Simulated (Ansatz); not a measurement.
in.yaml

```yaml
crystal:
  periodic: [false, false, false]
  atoms:
    - {symbol: B, position_ang: [0.000000, 0.000000, 0.114060]}
    - {symbol: B, position_ang: [0.000000, 0.000000, -1.406367]}
    - {symbol: H, position_ang: [0.000000, 0.000000, 1.292307]}
basis:
  gaussian: {orbitals: "6-31G*"}
magnetization: {spin_polarized: false, initial_magnetization: 5}
correlation: {active_space: {window: {electrons: 5, orbitals: 9}}}
accuracy: high
output: {forces: true}
```

```sh
$ ansatz run in.yaml --threads 1 --pin off --events-out ev --progress --plain --max-ram 2393MiB
```

The program prints:

```
597 factors; integrals over basis functions are off by at most 2.8e-9 eV
mean field evaluation 1: about -1344.9607 eV, gradient 1.2e1 eV
mean field evaluation 2: about -1344.9667 eV, gradient 1.2e1 eV
mean field evaluation 4: about -1346.4261 eV, gradient 1.6e0 eV
mean field evaluation 8: about -1346.0897 eV, gradient 3.0e0 eV
mean field evaluation 16: about -1347.1569 eV, gradient 5.0e-4 eV
mean field evaluation 32: about -1346.7733 eV, gradient 2.8e0 eV
mean field -1347.15689278 eV, -49.5071026739 hartree, gradient 1.8e-8 eV, S^2 8.750000; 2 other end points of the search recorded, 0 dependent functions left out
reference -1347.15689278 eV, -49.5071026739 hartree; 8, 3 occupied and 24, 29 virtual orbitals, 597 factors
state -1347.48594481 eV, -49.5191951129 hartree
the calculation of the forces begins
Total energy: -1347.48594481 eV, -49.5191951129 hartree
Atom 0 at     0.000000     0.000000     0.114060 Å, force     0.000000    -0.000000     7.537332 eV/Å
Atom 1 at     0.000000     0.000000    -1.406367 Å, force    -0.000000     0.000000    -7.331041 eV/Å
Atom 2 at     0.000000     0.000000     1.292307 Å, force    -0.000000     0.000000    -0.206292 eV/Å
Dipole moment:    -0.000000     0.000000     0.186575 e Å
```

Forces (eV/Å):
```
B    0.000  0.000  7.537
B    0.000  0.000 -7.331
H    0.000  0.000 -0.206
```

Ran on 1 thread of Intel Xeon Platinum 8259CL, shared host: 3.2 s wall, 0.14 GiB peak host memory.
